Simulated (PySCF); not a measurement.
Frontier levels across methods

Compound: ethyl isocyanide, C₃H₅N.
Atom-mapped SMILES: `[C-:1]#[N+:2][CH2:3][CH3:4]` (hydrogens: H5, H6 on C3; H7, H8, H9 on C4)

Cartesian coordinates in Å at the PBE0-D3(BJ)/def2-SVP level; atoms count from 1:
```
atom  x, y, z in Å
C1     2.246   -0.382   -1.236
N2     1.344    0.068   -0.636
C3     0.233    0.576    0.079
C4    -0.857   -0.467    0.265
H5     0.592    0.942    1.054
H6    -0.154    1.451   -0.467
H7    -1.229   -0.822   -0.707
H8    -1.698   -0.032    0.822
H9    -0.477   -1.334    0.825
```

Basis pcSseg-2 throughout (PySCF), one geometry. Isolated species at its PBE0-D3(BJ)/def2-SVP geometry, gas phase.

**Question.** How do the orbital energies, the gap and the dipole change with the method?

**Answer.** 
```
   method                    kind  HOMO (eV)  LUMO (eV)  gap (eV)  μ (D)  SCF cycles
     BLYP                     GGA      -6.95      -0.62      6.33   4.03          14
     OPBE                     GGA      -7.01      -0.58      6.43   4.02          14
      PBE                     GGA      -7.02      -0.66      6.37   4.07          14
      LDA                     LDA      -7.05      -0.80      6.25   4.18          14
    B97-D                     GGA      -7.09      -0.55      6.54   3.99          14
     BP86                     GGA      -7.15      -0.64      6.51   4.07          14
      KT2                     GGA      -7.28      -0.58      6.70   3.91          14
      KT3                     GGA      -7.30      -0.74      6.56   3.87          14
    B97-2           global hybrid      -8.39       0.20      8.60   3.94          13
    B3LYP           global hybrid      -8.42      -0.11      8.31   3.96          14
     PBE0           global hybrid      -8.66       0.20      8.86   3.98          13
 mPW1PW91           global hybrid      -8.70       0.16      8.86   3.97          13
CAM-B3LYP  range-separated hybrid     -10.23       0.91     11.14   3.95          12
BHandHLYP           global hybrid     -10.26       0.77     11.03   3.85          12
  wB97X-D  range-separated hybrid     -10.71       1.93     12.64   3.97          12
  LC-wPBE  range-separated hybrid     -11.70       2.06     13.76   3.97          12
       HF            Hartree–Fock     -12.58       2.41     14.98   3.67          10
```

The HOMO spans 5.62 eV, from BLYP down to HF, and the gap runs from 6.25 eV (LDA) to 14.98 eV (HF). Over the methods BLYP (0 %), OPBE (0 %), PBE (0 %), LDA (0 %), B97-D (0 %), BP86 (0 %), KT2 (0 %), KT3 (0 %), B97-2 (21 %), B3LYP (20 %), PBE0 (25 %), mPW1PW91 (25 %), BHandHLYP (50 %), HF (100 %), a straight line through the gap against the share of exact exchange rises by 0.87 eV for each 10 % (correlation coefficient 0.998). The dipole ranges from 3.67 D (HF) to 4.18 D (LDA). This basis has no diffuse functions.

The vertical ΔSCF ionisation energy at PBE0/def2-SVPD is 11.01 eV; −ε(HOMO) comes closest to it with wB97X-D (10.71 eV).
